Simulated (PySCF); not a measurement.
Below is a simulated gas-phase C 1s photoelectron spectrum of `CN1C=CC=N1`.

Every computed line was given a Gaussian of 0.5 eV full width at half maximum and an area set by the number of equivalent atoms; the highest printed point is 100. Computed with PySCF 2.14.0, delta-SCF UKS SCAN, pcX-2 on the ionised atom, pcseg-1 elsewhere, spin-free X2C.

binding energy (eV), intensity and a bar:
```
    289.4          0 
    289.5          1 
    289.6          5 #
    289.7         14 ####
    289.8         31 #########
    289.9         55 ################
    290.0         78 #######################
    290.1         91 ###########################
    290.2         88 ##########################
    290.3         78 #######################
    290.4         74 ######################
    290.5         82 #########################
    290.6         94 ############################
    290.7        100 ##############################
    290.8         99 ##############################
    290.9         97 #############################
    291.0         98 #############################
    291.1         98 #############################
    291.2         88 ##########################
    291.3         66 ####################
    291.4         41 ############
    291.5         20 ######
    291.6          9 ###
    291.7          6 ##
    291.8         11 ###
    291.9         24 #######
    292.0         46 ##############
    292.1         70 #####################
    292.2         86 ##########################
    292.3         85 ##########################
    292.4         68 ####################
    292.5         43 #############
    292.6         22 ######
    292.7          9 ###
    292.8          3 #
    292.9          1
```

Task: Count the maxima, the lines and the sites behind this envelope.

Result: The curve has 4 maxima (at 290.1, 290.7, 291.1 and 292.2 eV). Under it lie 4 lines from 4 inequivalent carbon sites.

Task: Decompose the envelope and assign each component. Numbering: `[CH3:1][n:2]1[cH:3][cH:4][cH:5][n:6]1`.

Result: 
```csv
position (eV),relative area,line,atoms,environment
290.11,1,C 1s,C4,aromatic CH carbon
290.67,1,C 1s,C5,aromatic CH next to a ring nitrogen
291.13,1,C 1s,C3,aromatic CH next to a ring nitrogen
292.24,1,C 1s,C1,N-methyl carbon
```

The listed C 1s values span 2.13 eV, from C4 (bonded to 2 C (aromatic in the SMILES) and H) to C1 (bonded to N and 3 H). The widest gap between neighbouring values is 1.11 eV, between 291.13 and 292.24 eV.

No satellites, vibrations or lifetime broadening are included. Isolated species at its PBE0-D3(BJ)/def2-SVP geometry, gas phase.
